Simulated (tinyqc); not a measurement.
Hueckel theory of the pi electrons with the omega technique, for the molecule C=C[CH2-] (SMILES; centres numbered as the heavy atoms are written), step by step. One step of it, computed by the program tinyqc.

Problem. Omega technique, round 2. h_r = h_r(0) + omega q_r, omega = 1.4, with q_r = z_r - P_rr; 0.3 of the old diagonal is kept.

Hueckel matrix in units of beta (H = alpha + beta A), order 1C, 2C, 3C:
$$\begin{pmatrix}
0.000000 & 1.000000 & 0.000000 \\
1.000000 & 0.000000 & 1.000000 \\
0.000000 & 1.000000 & 0.000000
\end{pmatrix}$$

charge and bond-order matrix P, order 1C, 2C, 3C:
$$\begin{pmatrix}
1.414651 & 0.696729 & -0.585349 \\
0.696729 & 1.170699 & 0.696729 \\
-0.585349 & 0.696729 & 1.414651
\end{pmatrix}$$

Centres:
```
centre  z_r, pi electrons of the neutral centre         h
1C                                            1  0.000000
2C                                            1  0.000000
3C                                            1  0.000000
```

Give: matrix after round 2.

Solution.

matrix after round 2, order 1C, 2C, 3C:
$$\begin{pmatrix}
-0.5534 & 1.0000 & 0.0000 \\
1.0000 & -0.1673 & 1.0000 \\
0.0000 & 1.0000 & -0.5534
\end{pmatrix}$$
